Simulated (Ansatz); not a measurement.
**BSiH2F (SMILES B[Si]F): methods side by side**

The species is BSiH2F (5 atoms), meant as a triplet with charge 0. As SMILES, `B[Si]F`. Geometry: relaxed at GFN2-xTB.

```xyz
5

B     0.2349    0.6857   -0.1241
Si   -0.8900   -0.8075   -0.2937
F    -0.5199   -2.1761    0.5589
H    -0.0003    1.6671   -0.7177
H     1.1753    0.6308    0.5765
```

Quantity: the energy change with the B1–H4 bond stretched from 1.171 to 2.342 Å, in eV. The values are calculated.

```tsv
level	kind	program	value (eV)	less FCI/STO-3G	CPU time (all runs)
UHF/STO-3G	Hartree–Fock	Ansatz	4.72	+0.08	0.67 s
U-revPBE/STO-3G	GGA	Ansatz	4.98	+0.34	4.1 s
UB3LYP/STO-3G	global hybrid	Ansatz	5.21	+0.57	7.9 s
UPBE0/STO-3G	global hybrid	Ansatz	5.30	+0.66	7.8 s
UCAM-B3LYP/STO-3G	range-separated hybrid	Ansatz	5.37	+0.73	9 s
UB2PLYP/STO-3G	double hybrid	Ansatz	5.23	+0.59	10 s
UBCCD(T)/STO-3G	coupled cluster or CI	Ansatz	4.68	+0.04	1.3 s
UCCSD/STO-3G	coupled cluster or CI	Ansatz	4.72	+0.08	1 s
FCI/STO-3G	exact in the basis	Ansatz	4.64	0.00	3.1 min
```

FCI/STO-3G is exact within its basis and frozen core, so for wave-function methods in that basis the difference is their error; functionals converge differently with the basis, so for them it is only a difference. The first shape isn't each level's own minimum. The values span 4.64 to 5.37 eV. Spin contamination of the reference (⟨S²⟩ at least 0.1 too high) touches UHF/STO-3G, U-revPBE/STO-3G, UB3LYP/STO-3G, UPBE0/STO-3G, UCAM-B3LYP/STO-3G, UB2PLYP/STO-3G, UBCCD(T)/STO-3G, UCCSD/STO-3G. All rows use very small basis sets, so even the best lies far from the true value. CPU times are rough (shared hosts, several kinds of processor): they show what a rung costs within a factor of a few.
